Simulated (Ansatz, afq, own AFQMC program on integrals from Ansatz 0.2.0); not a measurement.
# SiNH$_{4}$, quartet: AFQMC among the cluster methods

```xyz
6

Si   -0.8757    0.0000    0.0000
H    -1.3706    1.3997    0.0000
H    -1.3706   -0.6999    1.2122
H    -1.3706   -0.6999   -1.2122
H     0.7583    0.0000    0.0000
N     1.9973    0.0000    0.0000
```

Connectivity, by distances: SiH3 ··· N, 1 bridging H.

Basis cc-pVTZ. Noble-gas cores (and the filled d shells of Ga–Kr and In–Xe) are frozen. Integrals, coupled cluster, full CI and functionals: Ansatz 0.2.0; the random walks run on the same integrals in our own AFQMC program. ph-AFQMC/CISD is guided by a CISD state made of CCSD amplitudes; releasing the constraint for a short imaginary time cuts its bias at the price of noise, slowly where states lie close. ± is one standard error of the sampling.

Determinant: UHF, the one that the program's search chose, which needn't be the lowest solution. The geometry is a point of a scan.

No full CI on the walks' own integrals is used here. The released AFQMC energy serves as the reference, which it does only where one determinant dominates, the energy is flat over the last release times and near the phaseless one (40 meV or 2 meV an electron, half that with transition metals). On small molecules, where full CI could be run and the noise was under 10 meV, such values lay within 10 meV of it in 19 cases of 20, a flattering rate, since the rule was set on those same cases; what remains of the bias isn't in the error bar.

Cautions: lower spins were not checked; the released value is read at 2.40 1/Eh (meV from the phaseless value at times in 1/Eh: -7 ± 6 at 0.24, -7 ± 5 at 0.51, -4 ± 6 at 0.99, -13 ± 7 at 1.62, -14 ± 8 at 2.40).

- T1 diagnostic: 0.0170
- weight of the determinant in the CISD state: 0.870
- ⟨S²⟩ of the determinant: 3.789
- size of the correlated space: 13 electrons in 114 orbitals

| level | correlation energy (eV) |
| --- | --- |
| MP2 | -7.1224 |
| CCSD | -8.3890 |
| CCSD(T) | -8.6355 |

Estimate where phaseless AFQMC with a CISD trial lies against CCSD(T) on the same integrals.

39.3 ± 5.9 meV below CCSD(T).

Reference: AFQMC with the constraint released, correlation energy -8.688 ± 0.008 eV.

```json
{"level": "CCSD(T)", "E − E(reference) (meV)": "52.9 ± 8.3", "share of correlation (%)": "99.39"}
{"level": "ph-AFQMC/HF", "E − E(reference) (meV)": "-47.6 ± 26.9", "share of correlation (%)": "100.55"}
{"level": "ph-AFQMC/CISD", "E − E(reference) (meV)": "13.6 ± 10.1", "share of correlation (%)": "99.84"}
```

A walk keeps the symmetry of its determinant, which the program's search chose and which needn't be the lowest solution, so a lower state of the same spin and another symmetry isn't excluded. Released energies are given only where the last usable release times agree within the noise; a slower fall can still hide under it.
